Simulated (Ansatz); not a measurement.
**C₂H₆S₂: up Jacob's ladder to CCSD(T)**

Aim: compute C₂H₆S₂ with functionals from several rungs and with coupled cluster. The yardstick is the atomisation energy at the CCSD(T) limit.

Method: functionals in def2-TZVPP, the program's frozen cores in correlated methods; program: Ansatz 0.2.0, Gaussian basis.

The runs, in order: PBE-D4, r2SCAN-D4, PBE0-D4, B3LYP-D4, ωB97X-V, ωB97M-V, B2PLYP; CCSD(T)/def2-TZVPP; CCSD(T)/def2-QZVPP; extrapolation to the limit.

### 1 The geometry

All runs share one geometry, relaxed beforehand with PBE0-D4 in a triple-zeta def2 set.

SMILES `SCCS`, 10 atoms, charge 0, spin multiplicity 1.

Atoms are counted from 1 here; the program's logs count them from 0.

Bond lengths: S1–C2 1.812 Å, S1–H5 1.343 Å, C2–C3 1.514 Å, C2–H6 1.092 Å, C2–H7 1.091 Å, C3–S4 1.812 Å, C3–H8 1.091 Å, C3–H9 1.092 Å, S4–H10 1.343 Å. Angles: C2–S1–H5 96.8°, S1–C2–C3 113.1°, S1–C2–H6 105.2°, S1–C2–H7 109.6°, C3–C2–H6 110.2°, C3–C2–H7 111.2°, H6–C2–H7 107.1°, C2–C3–S4 113.1°, C2–C3–H8 111.2°, C2–C3–H9 110.2°, S4–C3–H8 109.6°, S4–C3–H9 105.2°, H8–C3–H9 107.1°, C3–S4–H10 96.8°.

### 2 PBE-D4 (GGA)

in.yaml reads:

```yaml
crystal:
  periodic: [false, false, false]
  atoms:
    - {symbol: S, position_ang: [-0.952484, 1.452124, -1.411791]}
    - {symbol: C, position_ang: [-0.196921, 0.755596, 0.081165]}
    - {symbol: C, position_ang: [-0.181862, -0.758482, 0.088353]}
    - {symbol: S, position_ang: [0.436841, -1.456165, 1.642503]}
    - {symbol: H, position_ang: [-0.016309, 1.029898, -2.276858]}
    - {symbol: H, position_ang: [-0.800924, 1.130906, 0.909332]}
    - {symbol: H, position_ang: [0.808519, 1.161322, 0.206594]}
    - {symbol: H, position_ang: [0.399858, -1.151778, -0.747217]}
    - {symbol: H, position_ang: [-1.196869, -1.146442, -0.015462]}
    - {symbol: H, position_ang: [1.700161, -1.017000, 1.523382]}
basis:
  gaussian: {orbitals: def2-TZVPP}
hamiltonian: {xc: pbe, dispersion: d4}
output: {forces: true, orbitals: {seedname: orbitals}}
```

Started as:

```
> ansatz run in.yaml --threads 2 --pin off --events-out ev --progress --plain --max-ram 22528MiB --backend cpu
```

After this run come: r2SCAN-D4 (meta-GGA); PBE0-D4 (hybrid); B3LYP-D4 (hybrid); ωB97X-V (range-separated); ωB97M-V (range-separated); B2PLYP (double hybrid); CCSD(T) in def2-TZVPP; CCSD(T) in def2-QZVPP.

Q: Predict the results of all the runs planned. Wanted: atomisation energy, CCSD(T)/CBS; farthest; mean size of error, hybrid; mean size of error, range-separated; gap, smallest and largest; T1 diagnostic; triples share of the correlation energy.

**Answer**, as computed:

```
                               quantity                                 value
        atomisation energy, CCSD(T)/CBS                         3462.8 kJ/mol
 functionals within 17.3 kJ/mol (0.5 %)          r2SCAN-D4, B3LYP-D4, ωB97X-V
                               farthest                 PBE-D4 (+68.8 kJ/mol)
             mean size of error, hybrid                           13.7 kJ/mol
    mean size of error, range-separated                           19.0 kJ/mol
              gap, smallest and largest  4.88 eV (PBE-D4), 11.39 eV (ωB97X-V)
                          T1 diagnostic                                0.0102
triples share of the correlation energy                                 4.2 %
```

**Reading.** PBE-D4 is off by +68.8 kJ/mol. Double hybrids carry the basis error of their MP2 part in triple zeta, and no dispersion term here, so their miss is partly the set-up's. Misses under about 17.3 kJ/mol are within the doubt on the reference itself, which lacks core-valence correlation, relativity and higher excitations. Hartree-Fock recovers 72 % of the binding; the rest is correlation. Orbital gaps span 4.9 to 11.4 eV; exact exchange widens them.
